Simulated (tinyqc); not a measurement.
Inside a calculation. Method: RKS/B3LYP (VWN-RPA form) in the sto-6g basis, for HF, spin multiplicity 1. One step of it, computed by the program tinyqc.

Question. Iteration 2: DIIS coefficients. Solve [B -1; -1 0][c; lambda] = [0; -1] for the coefficients, which sum to one.

B (overlaps of the stored error matrices):
```
                1               2
1   1.2239634e+03  -2.5047932e+00
2  -2.5047932e+00   6.5586605e-01
```

Give: DIIS coefficients.

Answer.

DIIS coefficients: 0.0026  0.9974
